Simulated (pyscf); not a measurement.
Thermochemistry of product channels of H₂C=C=CH₂ + •C≡CH on the doublet surface, in kJ/mol, from ωB97M-D3(BJ)/def2-TZVP energies (ideal gas, 1 atm, RRHO with modes under 100 cm⁻¹ raised to 100, one conformer, R ln 2 for chiral ones without a mode under 150 cm⁻¹). Optimised with ωB97X-D3(BJ)/def2-SVP in PySCF.

| products | ΔE | ΔH(298 K) | ΔG(298 K) | ΔG(600 K) |
|---|---|---|---|---|
| HC≡C–CH₂–C•=CH₂ | -264.5 | -253.7 | -213.6 | -172.8 |
| HC≡C–C(CH₂•)=CH₂ | -365.3 | -356.6 | -311.9 | -266.7 |

These are energies of the channels, which say nothing of barriers. HC≡C–CH₂–C•=CH₂ lies 119.0 kJ/mol over its isomer cyclic C₅H₅ (SMILES [C]1=CCC=C1) [doublet] (electronic energy, ωB97M-D3(BJ)/def2-TZVP). C₂H has a Π state close over its Σ ground state, and the state reached was not checked.
